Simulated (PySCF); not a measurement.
# How methods differ on the ionisation energy of F

F [He] 2s2 2p5 (2P) → F+ [He] 2s2 2p4 (3P), as a difference of total energies. Computed with PySCF 2.14 in aug-cc-pVTZ with one added diffuse shell each of s, p, d, f type (6s5p4d3f, 62 functions), with no relativity, point nucleus. Correlated levels: valence: 1s2 frozen. The calculations carry no spin-orbit coupling.

```
           method  ionisation energy (eV)
              UHF                  15.671
              LDA                  17.969
              PBE                  17.666
             PBE0                  17.458
           r2SCAN                  17.558
            HSE06                  17.471
              M06                  17.461
           B2PLYP                  17.476
        CAM-B3LYP                  17.743
    MP2 (valence)                  17.312
SCS-MP2 (valence)                  17.299
```

Q: How much does correlation contribute at MP2 (valence)?

A: 17.312 − (15.671) = 1.641 eV, measured against UHF.

Errors of the correlated levels include the incompleteness of this basis and the frozen core.

For comparison: 17.427 eV (measured; NIST levels, between the centres of gravity of the two terms).
